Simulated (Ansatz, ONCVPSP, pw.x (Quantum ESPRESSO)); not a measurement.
## From atom to crystal: ONCV potential for gadolinium

- Element: gadolinium
- Generator: ONCVPSP 4.0.1.1 (patched build)
- Type: optimised norm-conserving Vanderbilt (ONCV)
- Functional: PBEsol
- Relativity: scalar-relativistic
- Frozen core: [Kr] 4d10
- Valence charge: 18
- Reference configuration: 4f6.5 5s2 5p6 5d1.5 6s2
- Partial waves: 5s+6s: rc 2.05 bohr, ncon 4, nbas 8, qcut 6.6 1/bohr, 2 projectors; 5p: rc 2.35 bohr, ncon 4, nbas 7, qcut 6.5 1/bohr, 2 projectors, debl 2.5 Ha; 5d: rc 3.60 bohr, ncon 4, nbas 9, qcut 3.8 1/bohr, 1 projector; 4f: rc 1.50 bohr, ncon 4, nbas 8, qcut 10.6 1/bohr, 2 projectors, debl 2 Ha
- Local potential: polynomial inside 1.40 bohr (lpopt 5, dvloc0 0 Ha)
- Core correction: Teter function, fcfact 2.25, rcfact 1

Crystal test: diamond Gd in pw.x 7.5, no spin, 9³ k-points, Fermi–Dirac smearing 0.01 Ry, cutoffs 165/660 Ry. The reference is all-electron LAPW (Ansatz 0.2.0) with the same functional, mesh and smearing; V0 and B0 come from Birch–Murnaghan fits to the pressures at five volumes. Errors are pseudo minus all-electron; Δ is the rms difference of the E(V) curves that follow from these fits, minima aligned, over ±6 % about the mean V0. Mesh and smearing are coarse, so the numbers serve the comparison and aren't converged zero-temperature values; the lattice is a test structure that the element need not adopt. Spin polarisation and strong correlation are left out, which matters for this element.

```json
{"V (Å³/atom)": "18.990", "P all-electron (GPa)": "6.47", "P pseudo (GPa)": "-3.58"}
{"V (Å³/atom)": "19.489", "P all-electron (GPa)": "2.95", "P pseudo (GPa)": "-5.67"}
{"V (Å³/atom)": "19.989", "P all-electron (GPa)": "-0.01", "P pseudo (GPa)": "-7.37"}
{"V (Å³/atom)": "20.489", "P all-electron (GPa)": "-2.51", "P pseudo (GPa)": "-8.81"}
{"V (Å³/atom)": "20.988", "P all-electron (GPa)": "-4.60", "P pseudo (GPa)": "-9.99"}
```

All-electron: a0 = 5.428 Å (V0 = 19.99 Å³/atom), B0 = 108.7 GPa.

Pseudopotential: mean pressure error (GPa): -7.55. The pressure does not cross zero within the volumes sampled, so no fit is given. The largest radius (3.60 bohr) exceeds half the bond length (2.22 bohr), so the spheres overlap, which is one possible source of error among others. This is a poor potential for the solid.

Q: At the middle volume, how do free energy and pressure move when the wave cutoff is lowered (ecutrho kept at four times it)?

A:

| cutoff (Ry) | shift of F (meV/atom) | shift of P (GPa) |
| --- | --- | --- |
| 74 | +19245.2 | -796.20 |
| 99 | +442.8 | -50.68 |

The run at the middle volume (35 k-points, 15 iterations) took about 6.7 min on one core of a shared host (Neoverse-N1, 64 threads, 124 GiB, load 54).
